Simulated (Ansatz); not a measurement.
The parent structure is Pt in the fcc (Cu type) structure (space group Fm-3m, No. 225).

```cif
data_Pt
_chemical_formula_sum 'Pt1'
_space_group_name_H-M_alt 'P 1'
_space_group_IT_number 1
_cell_length_a 2.80740
_cell_length_b 2.80740
_cell_length_c 2.80740
_cell_angle_alpha 60.000
_cell_angle_beta 60.000
_cell_angle_gamma 60.000
loop_
_space_group_symop_operation_xyz
  'x, y, z'
loop_
_atom_site_label
_atom_site_type_symbol
_atom_site_fract_x
_atom_site_fract_y
_atom_site_fract_z
_atom_site_occupancy
Pt1 Pt 0.00000 0.00000 0.00000 1
```

Method: PBE (Ansatz, a quantum-chemistry and plane-wave program, PAW, no SOC).

Now apply this change: Cu takes the place of Pt on all its sites; the structure is relaxed again.

Measured lattice parameter a: Pt 3.913 Å (static lattice; corrected from measurement; as listed in Daniel Mejia-Rodriguez, S. B. Trickey, Phys. Rev. B (2018)); Cu 3.595 Å (static lattice; corrected from measurement; as listed in Gábor I. Csonka et al., Physical Review B (2009)).

Q: How well does PBE reproduce the measured shift?

A: With PBE the lattice parameter a moves by -0.341 Å (3.970 → 3.630) against -0.318 Å measured.

Whether these cells are dynamically stable was not tested. All final runs are without spin polarisation.
